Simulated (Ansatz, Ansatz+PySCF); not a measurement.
```xyz
2

Si    0.0000    0.0000   -0.1109
H     0.0000    0.0000    1.5530
```

UHF on doublet SiH was run in several spherical basis sets with Ansatz (development build ahead of 0.2.0).

Rank the basis sets by the total energy that they give, lowest first, with the distance from the lowest.
A. 6-31G(d)
B. def2-TZVP
C. cc-pVTZ
D. cc-pVDZ
E. def2-SVP

C (0.00 eV), B (0.14 eV), D (0.25 eV), A (0.83 eV), E (2.86 eV).

Totals follow the description of the cores as much as that of the bonds, so this order isn't one of quality for chemistry.
